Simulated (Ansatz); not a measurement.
Molecule: H₂S, net charge 0, singlet state. 
Geometry from a B3LYP-D3(BJ)/def2-TZVP (Ansatz, a program for electronic structure) optimisation:
```
S
H 1 1.3426
H 1 1.3426 2 92.55
```

Question: Give the harmonic wavenumbers at B3LYP-D3(BJ)/def2-TZVP (Ansatz, finite differences of forces, unscaled).

Answer: 1216, 2683, 2696 cm⁻¹. Zero-point energy 9.4 kcal/mol.

Question: From these and the geometry, give the ideal-gas thermochemistry at 298.15 K and 1 atm (rigid rotor, harmonic oscillator).

Answer: Point group C2v, rotational symmetry number 2. Rotational constants 309.4, 266.3, 143.1 GHz. S(trans) 36.51, S(rot) 12.60, S(vib) 0.04, S(elec, spin only) 0.00, S 49.1 cal/(mol K). H(298) - H(0) 2.38 kcal/mol; G - E(el) -2.8 kcal/mol. Tabulated S at 1 bar: 49.2 cal/(mol K) (CRC Handbook, as tabulated in the package chemicals).
